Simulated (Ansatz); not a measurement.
Two isomers of C3H6O2: A = `CCOC=O`, B = `C=COCO`.

Program: Ansatz. Geometries: PBE0-D4/def2-TZVP. ΔE: electronic, gas phase. CBS: MP2 limit from def2 TZ/QZ plus the TZ coupled-cluster correction, frozen cores. DFT in def2-TZVPP. B3LYP here is the variant with VWN-RPA as its local correlation; programs differ in this. Each species was taken in one conformer, which may not be the lowest.

A:

Z-matrix (Å, degrees):
```
C
C 1 1.508
H 1 1.092 2 110.9
H 1 1.092 2 109.6 3 -119.5
H 1 1.091 2 110.8 3 121.2
O 2 1.438 1 111.3 3 -56.5
H 2 1.091 1 111.3 3 -178.0
H 2 1.090 1 111.5 3 59.7
C 6 1.329 2 116.4 1 -84.7
O 9 1.197 6 126.3 2 -0.4
H 9 1.100 6 109.1 2 179.9
```

B:

```xyz
11

C    -1.548    0.472   -0.649
C    -0.944   -0.699   -0.468
O     0.241   -0.938    0.122
C     0.961    0.191    0.576
O     2.137   -0.233    1.149
H    -2.508    0.488   -1.146
H    -1.140    1.419   -0.322
H    -1.391   -1.628   -0.805
H     1.121    0.865   -0.279
H     0.389    0.709    1.352
H     2.680   -0.645    0.471
```

(1) Which isomer does CCSD(T)/CBS put lower? Give the gap. (Estimate.)

(2) Give E(B) − E(A) in kJ/mol with B3LYP-D4, CCSD/def2-TZVPP, B2PLYP, CCSD(T)/def2-TZVPP, ωB97M-V, B3LYP, PBE0-D4. (Best estimate.)

Largest T1 diagnostic: 0.014.

## Answers

(1) The calculation gave: A, by 109.0 kJ/mol.

(2) Computed: B3LYP-D4 113.6, CCSD/def2-TZVPP 111.7, B2PLYP 116.6, CCSD(T)/def2-TZVPP 112.8, ωB97M-V 112.7, B3LYP 113.3, PBE0-D4 113.7. None reverses the order clearly.
